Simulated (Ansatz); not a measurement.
# Worked example: correlation energy of HAl–AsH$_{2}$, quartet

Geometry: that of the HAl–AsH2, doublet, kept fixed. The doublet lies 3.5 eV lower here.

```xyz
5

Al    0.0310   -0.1318    1.7902
As   -0.0369    0.0362   -0.6598
H    -0.0461    1.2703    2.5728
H     1.2571    0.8436   -0.5890
H     0.7028   -1.2772   -0.8626
```

Basis cc-pVDZ; Ansatz 0.2.0. Correlated methods freeze the noble-gas cores and the filled d shells of p-block atoms, which leaves 11 electrons in 41 orbitals. Prefix R: restricted or restricted open-shell reference; prefix U: unrestricted. No spin–orbit coupling is included, and no scalar relativity.

Full CI isn't at hand for all of this; UCCSDT(Q) serves as the reference, and is uncertain by the last step of the cluster series or more.

UCCSD has a T1 diagnostic of 0.032 and a largest doubles amplitude of 0.04.

Runs differ by some tens of microhartree through their thresholds and, for an open shell, their frozen cores, so steps under 0.03 kcal/mol mean nothing.

```json
{"level": "UHF", "total energy (hartree)": "-2477.687750"}
{"level": "UMP2", "total energy (hartree)": "-2477.832257"}
{"level": "UCCSD", "total energy (hartree)": "-2477.871435"}
{"level": "UCCSD(T)", "total energy (hartree)": "-2477.876775"}
{"level": "UCCSDT", "total energy (hartree)": "-2477.878249"}
{"level": "UCCSDT(Q)", "total energy (hartree)": "-2477.878499"}
```

Problem. What is the correlation energy at UCCSDT(Q), and what share of it do UMP2 and UCCSD(T) recover?

Solution. E(corr) = -2477.878499 − (-2477.687750) = -0.190749 hartree = -5.191 eV. UMP2: -0.144507 / -0.190749 = 75.76 %. UCCSD(T): -0.189025 / -0.190749 = 99.10 %.

Problem. By how many kcal/mol does UCCSD(T) miss UCCSDT(Q) (1 hartree = 627.509 kcal/mol), and which steps make up the rest?

Solution. -2477.876775 − (-2477.878499) = 0.001724 hartree = 1.08 kcal/mol. Steps: UCCSDT − UCCSD(T) = -0.92, UCCSDT(Q) − UCCSDT = -0.16 kcal/mol. Differences between like states or geometries often cancel part of this.
